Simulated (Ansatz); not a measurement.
The first iterations of a band of H2 + H6Si2 (10 atoms, charge 0, multiplicity 1).

Computed with RKS B3LYP-D4/def2-SVP in Ansatz 0.2.0.

| Property | Result |
| --- | --- |
| movable images | 7 |
| climbing image | yes |
| spring | 5.0 eV/Å² |
| optimiser | quadratic models (default) |
| start path | through a guess of the saddle point |
| force threshold | 0.05 eV/Å |
| iteration limit | 60 |
| end points | relaxed |

Initial state:

```xyz
10
Properties=species:S:1:pos:R:3
Si 0.429 -0.159 0.089
Si 0.324 -0.122 2.439
H -0.989 -0.643 2.921
H 1.410 -0.973 3.011
H 0.498 1.274 2.941
H 1.801 0.213 -0.369
H -0.545 0.807 -0.500
H 0.112 -1.527 -0.420
H -3.029 0.768 0.800
H -3.145 0.362 1.432
```

Final state:

```xyz
10
Properties=species:S:1:pos:R:3
Si -0.403 0.205 -0.768
Si -0.223 -0.205 3.238
H -0.650 -0.616 4.605
H 0.791 -1.167 2.721
H 0.364 1.163 3.286
H 0.526 0.845 0.207
H 0.048 0.518 -2.156
H -0.397 -1.271 -0.562
H -1.781 0.733 -0.561
H -1.407 -0.205 2.334
```

| iteration | highest image above the first end (eV) | largest band force component (eV/Å) |
| --- | --- | --- |
| 1 | 6.434 | 8.783 |
| 2 | 3.875 | 3.958 |
| 3 | 2.299 | 1.059 |
| 4 | 2.834 | 0.869 |
| 5 | 3.351 | 0.802 |
| 6 | 3.591 | 0.888 |
| 7 | 3.402 | 0.764 |

Question: Does the band converge within its limit, and where does its top end?

Answer: The forces met the threshold. It ended after 21 iterations with the highest image 3.045 eV above the first end. Neighbouring images differ by up to 2.6 eV, so the band resolves the path poorly. A vibrational analysis at the climbing image gives one clearly imaginary mode, 1679i cm⁻¹: a first-order saddle point. The orbitals stay closed-shell, which can raise the energy where a bond breaks towards radicals; this wasn't checked here.

Run time: 2.7 min on 1 thread of Intel(R) Xeon(R) 6975P-C (Granite Rapids), on a shared host, peak memory 0.18 GiB.
